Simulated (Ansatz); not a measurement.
# CH4Si (SMILES [CH][SiH3]) at 6 levels

Wanted: a comparison of 6 runs (U-r2SCAN/STO-3G, UCAM-B3LYP/STO-3G, UPBE/STO-3G, UPBE0/STO-3G, USVWN5/STO-3G, RPA@PBE/STO-3G) of CH4Si. 

The results are computed with Ansatz 0.2.0.

40 further runs of the same task are left out: 40 set aside as unsound or not needed.

## (1) The system as given

The species is CH4Si (6 atoms), meant as a triplet with charge 0. As SMILES, `[CH][SiH3]`. The H3–C1 distance was set to 2.676 Å, away from the relaxed value. At this shape a bond of the SMILES string is far longer than usual.

Bond lengths: C1–Si2 1.808 Å, Si2–H4 1.473 Å, Si2–H5 1.473 Å, Si2–H6 1.464 Å. Angles: C1–Si2–H4 110.4°, C1–Si2–H5 110.4°, C1–Si2–H6 109.0°, H4–Si2–H5 108.7°, H4–Si2–H6 109.2°, H5–Si2–H6 109.2°.

## (2) A single-point energy at U-r2SCAN/STO-3G (run 1)

molecule.yaml reads:

```yaml
basis:
  gaussian:
    orbitals: STO-3G
crystal:
  periodic: [false, false, false]
  atoms:
    - symbol: C
      position_ang: [-0.038555, 0.589800, 0.740030]
    - symbol: Si
      position_ang: [-0.964765, 1.846270, -0.173160]
    - symbol: H
      position_ang: [1.137890, -1.813490, 0.730980]
    - symbol: H
      position_ang: [-2.249985, 1.298770, -0.639190]
    - symbol: H
      position_ang: [-0.194415, 2.302940, -1.342090]
    - symbol: H
      position_ang: [-1.219485, 2.985560, 0.710600]
total_charge: 0
magnetization:
  spin_polarized: true
  initial_magnetization: 2
hamiltonian:
  xc: r2scan
accuracy: high
```

Run with:

```console
$ ansatz run molecule.yaml --threads 1 --pin off --max-ram 2610MiB --events-out events.jsonl --progress --plain --runs-dir runs
```

Log:

```text
Warning: RAYON_NUM_THREADS=1 ignored (pool sized by the plan → 1); use --threads N
Functional definition: r2SCAN
  name "r2SCAN"
  parameter k0 = 0.174
  parameter k1 = 0.065
  parameter a1 = 4.9479
  exchange = r2scan_x(k0 = k0, k1 = k1, a1 = a1)
  correlation = r2scan_c
311 factors; integrals over basis functions are off by at most 9.9e-9 eV
mean field evaluation 1: about -8860.5970 eV, gradient 1.5e1 eV
mean field evaluation 2: about -8850.9640 eV, gradient 1.7e1 eV
mean field evaluation 4: about -8862.2054 eV, gradient 9.4e0 eV
mean field evaluation 8: about -8862.1498 eV, gradient 9.4e0 eV
mean field evaluation 16: about -8864.1482 eV, gradient 2.7e-5 eV
mean field evaluation 32: about -8864.6043 eV, gradient 1.7e-3 eV
mean field -8864.60433598 eV, -325.7682007028 hartree, gradient 9.8e-8 eV, S^2 2.943842; 2 other end points of the search recorded, 0 dependent functions left out
reference -8864.60433713 eV, -325.7682007449 hartree; 13, 11 occupied and 5, 7 virtual orbitals, 311 factors
Total energy: -8864.60433713 eV, -325.7682007449 hartree
```

Run time: 9.6 s. Hardware: 1 thread of Arm Neoverse V1, shared host; peak memory 0.22 GiB.

## (3) The energy at UCAM-B3LYP/STO-3G (run 2)

in.yaml reads:

```yaml
basis:
  gaussian: {orbitals: STO-3G}
crystal:
  periodic: [false, false, false]
  atoms:
    - {symbol: C, position_ang: [-0.038555, 0.589800, 0.740030]}
    - {symbol: Si, position_ang: [-0.964765, 1.846270, -0.173160]}
    - {symbol: H, position_ang: [1.137890, -1.813490, 0.730980]}
    - {symbol: H, position_ang: [-2.249985, 1.298770, -0.639190]}
    - {symbol: H, position_ang: [-0.194415, 2.302940, -1.342090]}
    - {symbol: H, position_ang: [-1.219485, 2.985560, 0.710600]}
accuracy: high
hamiltonian: {xc: {name: CAM-B3LYP}}
magnetization: {spin_polarized: true, initial_magnetization: 2}
```

Run with:

```console
$ ansatz run in.yaml --threads 1 --pin off --max-ram 2610MiB --events-out events.jsonl --progress --plain --runs-dir runs
```

Log, cut to the lines that bear on the results:

```text
Warning: RAYON_NUM_THREADS=1 ignored (pool sized by the plan → 1); use --threads N
Functional definition: CAM-B3LYP
  name "CAM-B3LYP"
[...]
311 factors; integrals over basis functions are off by at most 9.9e-9 eV
161 factors; integrals over basis functions are off by at most 8.3e-10 eV
[...]
mean field -8863.96769468 eV, -325.7448045665 hartree, gradient 5.7e-8 eV, S^2 2.948147; 5 other end points of the search recorded, 0 dependent functions left out
reference -8863.96770919 eV, -325.7448050996 hartree; 13, 11 occupied and 5, 7 virtual orbitals, 311 factors
Total energy: -8863.96770919 eV, -325.7448050996 hartree
```

Run time: 7.2 s. Hardware: 1 thread of Arm Neoverse V1, shared host; peak memory 0.13 GiB.

Runs 3 to 5 aren't shown in full; the table further down has their settings and results.

## (4) The energy at RPA@PBE/STO-3G (run 6)

molecule.yaml reads:

```yaml
basis:
  gaussian:
    orbitals: STO-3G
crystal:
  periodic: [false, false, false]
  atoms:
    - {symbol: C, position_ang: [-0.038555, 0.589800, 0.740030]}
    - {symbol: Si, position_ang: [-0.964765, 1.846270, -0.173160]}
    - {symbol: H, position_ang: [1.137890, -1.813490, 0.730980]}
    - {symbol: H, position_ang: [-2.249985, 1.298770, -0.639190]}
    - {symbol: H, position_ang: [-0.194415, 2.302940, -1.342090]}
    - {symbol: H, position_ang: [-1.219485, 2.985560, 0.710600]}
magnetization:
  spin_polarized: true
  initial_magnetization: 2
hamiltonian:
  xc: pbe
correlation:
  method: rpa
  frozen_orbitals: {C: 1, H: 0, Si: 5}
accuracy: high
```

Run with:

```console
$ ansatz run molecule.yaml --threads 1 --pin off --max-ram 2610MiB --events-out events.jsonl --progress --plain --runs-dir runs
```

Log, cut to the lines that bear on the results:

```text
Warning: RAYON_NUM_THREADS=1 ignored (pool sized by the plan → 1); use --threads N
Functional definition: PBE
  name "PBE"
[...]
311 factors; integrals over basis functions are off by at most 9.9e-9 eV
[...]
mean field -8859.19193892 eV, -325.5692987793 hartree, gradient 4.7e-8 eV, S^2 2.928706; 8 other end points of the search recorded, 0 dependent functions left out
6 core orbitals not correlated: weight in the atoms' cores, before any rotation towards them, 0.999 or more for the frozen orbitals, at most 0.000 for the correlated occupied ones
reference -8844.89676687 eV, -325.0439608961 hartree; 7, 5 occupied and 5, 7 virtual orbitals, 311 factors
Total energy: -8848.40588401 eV, -325.1729185725 hartree
```

It took 9.3 s on 1 thread of Arm Neoverse V1, shared host; peak memory 0.13 GiB.

## (5) The series

```csv
run,level,frozen core orbitals,energy (Eh),⟨S²⟩,wall time
1,U-r2SCAN/STO-3G,–,-325.768201,2.944,9.6 s
2,UCAM-B3LYP/STO-3G,–,-325.744805,2.948,7.2 s
3,UPBE/STO-3G,–,-325.569299,2.929,5.7 s
4,UPBE0/STO-3G,–,-325.634683,2.958,5.7 s
5,USVWN5/STO-3G,–,-324.168040,2.871,2.6 s
6,RPA@PBE/STO-3G,6,-325.172919,2.929,9.3 s
```

## (6) What came out

| quantity | value |
| --- | --- |
| run 6: total energy | -325.17292 Eh |
| run 6: RPA correlation energy (valence) | -129.0 mEh |
| run 6: ⟨S²⟩ of the reference determinant | 2.929 |

Totals of different functionals can't be ranked against each other. In runs 1, 2, 3, 4, 5, 6 the basis is minimal, so the values are rough. Spin contamination of the reference: run 4 ⟨S²⟩ = 2.96, run 2 ⟨S²⟩ = 2.95, run 1 ⟨S²⟩ = 2.94, run 3 ⟨S²⟩ = 2.93, run 6 ⟨S²⟩ = 2.93, run 5 ⟨S²⟩ = 2.87. Where it is this large, the reference is a mixture of spin states, and values that rest on it are in doubt. All runs together took 40 s, the longest 9.6 s.
